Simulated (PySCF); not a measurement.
C₂F₄, SMILES FC(F)=C(F)F. Atoms are numbered in the order given.

```xyz
6

F      0.0000     1.1015    -1.3868
C      0.0000     0.0000    -0.6660
F      0.0000    -1.1015    -1.3868
C      0.0000     0.0000     0.6660
F      0.0000    -1.1015     1.3868
F      0.0000     1.1015     1.3868
```

The structure is a stationary point at B3LYP-D3(BJ)/def2-SVP.

Two levels are set side by side: PBE/pcSseg-1 (PySCF) and B3LYP/pcSseg-1 (PySCF). GIAO shifts against CFCl3 (¹⁹F), TMS (¹³C) at the same level; non-relativistic, no solvent, atoms listed together averaged. Differences are taken from unrounded values.

```csv
quantity,B3LYP
"δ(¹⁹F) of F1, F3, F5, F6 (ppm)",-145.7
"δ(¹³C) of C2, C4 (ppm)",157.4
```

What does PBE give, and how far is it from B3LYP? (The exact figures need the calculation; the answer reports its results.)


```
quantity                           PBE  PBE minus B3LYP
------------------------------  ------  ---------------
δ(¹⁹F) of F1, F3, F5, F6 (ppm)  -159.3            -13.6
δ(¹³C) of C2, C4 (ppm)           155.9             -1.5
```

Rough cost on one machine, each run with all the roots and properties that it gave: B3LYP against PBE within a factor of 2.
